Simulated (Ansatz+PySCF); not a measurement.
Results of a calculation; reference values are marked as such.
Input for PySCF 2.14.0:

```python
from pyscf import gto, scf, mp

mol = gto.M(atom="""
C 0.068930 0.004650 -1.594310
C -0.527190 0.006710 -0.268560
C 0.159050 0.745450 0.901180
C 0.154130 -0.742010 0.883470
H 1.126480 -0.002890 -1.730010
H -0.558740 -0.007870 -2.474880
H -1.598250 0.002020 -0.222770
H -0.486110 1.258260 1.591420
H 1.090360 1.259030 0.666190
H -0.495100 -1.264980 1.584720
H 1.088650 -1.255560 0.658990
""", basis='cc-pvtz', charge=0, spin=1)
mf = scf.UHF(mol)
mf.kernel()
pt = mp.MP2(mf, frozen=4).run()
print(mf.e_tot, pt.e_corr, pt.e_tot)
```

The script is written out from the run's settings.

The run gave:

| Item | Value |
| --- | --- |
| Converged | yes |
| Reference energy | -155.52020 hartree |
| Correlation energy | -0.65423 hartree |
| Total energy | -156.17444 hartree |
| Spin squared of the determinant | 0.769 |
